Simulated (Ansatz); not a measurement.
How far each method lies from full CI for SnH⁻, singlet

Geometry: that of the SnH⁻, triplet, kept fixed. The triplet lies 0.8 eV lower here.

```xyz
2

Sn    0.0000    0.0000    0.0000
H     0.0000    0.0000    1.8112
```

Basis def2-SVPD with its core potentials; Ansatz 0.2.0. Only valence electrons are correlated (noble-gas cores and the filled d shells of p-block atoms frozen), which leaves 6 electrons in 31 orbitals. R marks a restricted (for open shells ROHF) determinant, U an unrestricted one. Active spaces: valence = (6e, 5o) chosen from the atoms' valence shells. No spin–orbit coupling is included; scalar relativity enters through the core potentials alone.

Full CI is exact within this basis and frozen core; it isn't the basis-set limit. The frozen core follows each run's orbitals, which can shift R against U totals by a few meV for light atoms and by up to 0.1 eV past Ca.

The determinant fills πx and πy unequally, so it is a mixture of Σ and Δ, which weighs on every level built on one determinant.

* UHF ⟨S²⟩: 1.035
* T1 diagnostic (RCCSD): 0.0141
* largest doubles amplitude (RCCSD): 0.351

| level | E − E(full CI) (mEh) | share of correlation (%) | wall time |
| --- | --- | --- | --- |
| RHF | 112.91 | 0.00 | – |
| RMP2 | 35.99 | 68.12 | – |
| CISD | 16.80 | 85.12 | 0.75 s |
| RCCSD | 9.85 | 91.27 | – |
| RCCSD(T) | 5.10 | 95.48 | 0.63 s |
| BCCD(T) | 5.17 | 95.42 | 0.69 s |
| RCCSDT* | 0.57 | 99.49 | – |
| RCCSDT(Q)* | -0.16 | 100.14 | 1.6 s |
| RCCSDTQ* | 0.01 | 99.99 | 17 s |
| CASSCF (valence space) | 80.80 | 28.44 | – |
| NEVPT2 (valence space) | 23.85 | 78.88 | 0.93 s |
| MRCISD (valence space) | 4.73 | 95.81 | – |
| MRCISD+Q (valence space) | -0.86 | 100.76 | 1.3 s |

An asterisk marks runs whose energy the program itself flagged as in doubt.

The correlation energy at full CI, counted from RHF, is -3.072 eV. That run took 30 s on 1 thread of Arm Neoverse V2, shared host over 5,065,957 determinants.

Run but not shown, since their state, orbitals or frozen core can't be matched to the reference's or they repeat it: UHF, UMP2, UCCSD, UCCSD(T), UCCSDT, UCCSDT(Q).

Times hold each run's SCF and search for its determinant on a shared host, so for small cases they say little of a method's own cost; they ran on 1 thread of Arm Neoverse V2.

More than 5 meV below full CI, which no variational method can be: MRCISD+Q (valence space).

Unrestricted levels hold only the spin's projection, and here they fall towards a lower state of higher spin.

The full-CI state has the irrep A1 of C2v, in the program's axes (one component, if the state is degenerate).

Natural occupations of full CI about the gap: 1.952 1.919 1.003 0.953 0.047 0.024 0.016 0.015 0.013 0.011; effectively unpaired electrons, Σ n²(2−n)², 2.04. No single determinant describes this state well, so single-reference rows can miss without a flag.
